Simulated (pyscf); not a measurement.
H₂N–SiH(Cl)–Cl + H atom (H•) → H₂N–Si•(Cl)–Cl + hydrogen (H₂), a hydrogen abstraction (doublet surface; H–Si broken, H–H formed). PySCF, gas phase, ωB97X-D3(BJ)/def2-SVP geometries. Energies in kcal/mol from the separated reactants.

Small-basis levels: PySCF, no dispersion term, spherical d functions. AM1 to PM7: differences of heats of formation from MOPAC. Open shells are spin-unrestricted. 

```tsv
level	barrier	reaction energy
HF/6-31G*	14.4	-3.0
B3LYP/3-21G	-1.6	-23.0
B3LYP/LANL2DZ	-0.6	-22.8
B3LYP/def2-SVP	1.0	-14.2
AM1	-6.5	-44.9
PM3	-18.1	-49.8
PM6	-14.6	-35.0
ωB97M-D3(BJ)/def2-TZVP	5.1	-10.8
```

Against the last row the barrier runs from -23.2 (PM3) to +9.2 kcal/mol (HF/6-31G*). At B3LYP/3-21G, B3LYP/LANL2DZ, AM1, PM3, PM6 this geometry lies under one side, so the entry may be no barrier of that level: it is a single point on another level's saddle. ωB97M-D3(BJ)/def2-TZVP has limits of its own. This is the saddle that the search found; another between the same sides may lie lower. The angle at the transferred H is 178°.
